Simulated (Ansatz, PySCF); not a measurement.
This PySCF input computes a SVWN5/def2-TZVPD energy:

```python
from pyscf import gto, scf, dft

mol = gto.M(
    atom='''
    C     1.17178753   -0.40786818    0.00814112
    C     0.00377973    0.55379578   -0.00922938
    O    -1.19926796   -0.21360277    0.00218953
    H    -1.95146033    0.38657997   -0.00867812
    H     0.04636729    1.21437980    0.86589957
    H     0.04839412    1.18483951   -0.90579449
    H     2.11638052    0.13933088    0.00009803
    H     1.13951779   -1.03119502    0.90289190
    H     1.14154074   -1.06067865   -0.86540354
    ''',
    basis='def2-tzvpd',
    charge=0,
    spin=0,
    verbose=4,
)

mf = dft.RKS(mol, xc='svwn').density_fit(auxbasis='def2-universal-jkfit')
mf.grids.level = 3
mf.conv_tol = 1e-9
mf.max_cycle = 100
mf.max_memory = 1500
mf.kernel()
if not mf.converged:
    mf = mf.newton()
    mf.kernel(mf.make_rdm1())
mf.analyze()
```

Write an input for the same energy in Ansatz (a program for electronic structure) and say what it gives.


Ansatz 0.2 input:
```yaml
crystal:
  periodic: [false, false, false]
  atoms:
    - {symbol: C, position_ang: [1.17178753, -0.40786818, 0.00814112]}
    - {symbol: C, position_ang: [0.00377973, 0.55379578, -0.00922938]}
    - {symbol: O, position_ang: [-1.19926796, -0.21360277, 0.00218953]}
    - {symbol: H, position_ang: [-1.95146033, 0.38657997, -0.00867812]}
    - {symbol: H, position_ang: [0.04636729, 1.21437980, 0.86589957]}
    - {symbol: H, position_ang: [0.04839412, 1.18483951, -0.90579449]}
    - {symbol: H, position_ang: [2.11638052, 0.13933088, 0.00009803]}
    - {symbol: H, position_ang: [1.13951779, -1.03119502, 0.90289190]}
    - {symbol: H, position_ang: [1.14154074, -1.06067865, -0.86540354]}
basis:
  gaussian:
    orbitals: def2-TZVPD
hamiltonian:
  xc: {name: SVWN5}
output: {forces: true}
```
It gives -153.80093 Eh, and PySCF -153.80102 Eh, a difference of 0.09 mEh, from the treatment of integrals and grids.
